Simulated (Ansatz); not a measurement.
# N2+ (sextet): from Hartree-Fock to the top rungs, def2-QZVPP

An exercise on one series of results from a longer session: the logs are not shown, and one member is left open.

Method: def2-QZVPP, core rule «outside noble gas», up to 2 orbitals frozen; program: Ansatz 0.2.0, Gaussian basis.

To be run: UHF; ROHF; CCSD(T) on UHF.

**What is computed**

The geometry is a PBE0/def2-TZVP stationary point (not a proven minimum) of the parent state, kept for this charge and spin.

2 atoms, charge 1, spin multiplicity 6.

Atoms are counted from 1 here; the program's logs count them from 0.

Bond lengths: N1–N2 1.430 Å.

As a file:

```
N     0.0000    0.0000    0.0000
N     0.0000    0.0000    1.4302
```

Set-up of the first run:

Input file in.yaml:

```yaml
crystal:
  periodic: [false, false, false]
  atoms:
    - {symbol: N, position_ang: [0.000000, 0.000000, 0.000000]}
    - {symbol: N, position_ang: [0.000000, 0.000000, 1.430200]}
basis:
  gaussian: {orbitals: "def2-QZVPP.json"}
total_charge: 1
magnetization: {spin_polarized: true, initial_magnetization: 5}
hamiltonian: {xc: hf}
output: {orbitals: {seedname: orbitals}}
```

Started as:

```console
$ ansatz run in.yaml --threads 1 --pin off --events-out ev --progress --plain --max-ram 2393MiB
```

Steps of the session up to this table: UHF; ROHF; CCSD(T) on UHF.

One table of the session follows, with a row left open; its other results are not shown here.

| method | from UCCSD(T) (meV) |
| --- | --- |
| ROHF | +7126.5 |
| UHF | ? |
| UMP2 | +988.2 |
| UCCSD | +233.1 |
| UCCSD(T) | 0 |

**Question.** Estimate the row for UHF.

**Answer.** from UCCSD(T) (meV): +6894.7. In the column «from UCCSD(T) (meV)» it lies between UMP2 (+988.2) and ROHF (+7126.5).
